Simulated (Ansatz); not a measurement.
Consider the isomerisation: `CC/N=C\F` → `C=C(N)CF`.

Program: Ansatz. Geometries: PBE0-D4/def2-TZVP. ΔE: electronic, gas phase. CBS: MP2 limit from def2 TZ/QZ plus the TZ coupled-cluster correction, frozen cores. Functionals use def2-TZVPP. B3LYP here is the variant with VWN-RPA as its local correlation; programs differ in this. Each species was taken in one conformer, which may not be the lowest.

`CC/N=C\F`:

```xyz
11

C     1.314   -0.620   -0.497
C     0.193   -0.357    0.492
N    -0.331    0.979    0.302
C    -1.533    1.184    0.085
F    -2.487    0.232    0.010
H     1.765   -1.596   -0.308
H     0.938   -0.610   -1.522
H     2.088    0.145   -0.412
H     0.594   -0.396    1.510
H    -0.578   -1.129    0.412
H    -1.964    2.169   -0.071
```

`C=C(N)CF`:

```xyz
11

C     1.195    0.274   -0.856
C     0.081    0.184   -0.126
N    -0.927    1.127   -0.074
C    -0.111   -0.942    0.838
F    -1.389   -1.476    0.709
H     1.388    1.120   -1.505
H     1.954   -0.494   -0.794
H    -1.839    0.745    0.123
H    -0.942    1.782   -0.839
H    -0.022   -0.584    1.869
H     0.613   -1.736    0.656
```

| level | ΔE (kJ/mol) | difference from CCSD(T)/CBS |
| --- | --- | --- |
| PBE-D4 | 10.0 | 3.6 |
| PBE0-D4 | 6.2 | -0.2 |
| ωB97X-V | 11.3 | 4.9 |
| PBE | 11.2 | 4.8 |
| PBE0 | 7.2 | 0.8 |
| B3LYP | 8.9 | 2.5 |
| SCS-MP2/def2-TZVPP | 13.8 | 7.4 |
| CCSD/def2-TZVPP | 10.7 | 4.3 |
| SCS-MP2/def2-QZVPP | 10.7 | 4.3 |
| MP2/CBS(def2) | 5.2 | -1.2 |
| CCSD(T)/CBS | 6.4 | 0 |

Largest T1 diagnostic among the species: 0.012.

From PBE to PBE0 (25 % exact exchange), in def2-TZVPP and without D4, ΔE moves by −4.0 kJ/mol.

CCSD(T)/CBS has its own doubt, a few kJ/mol and more with outer-core shells, so smaller differences from it don't rank the levels.
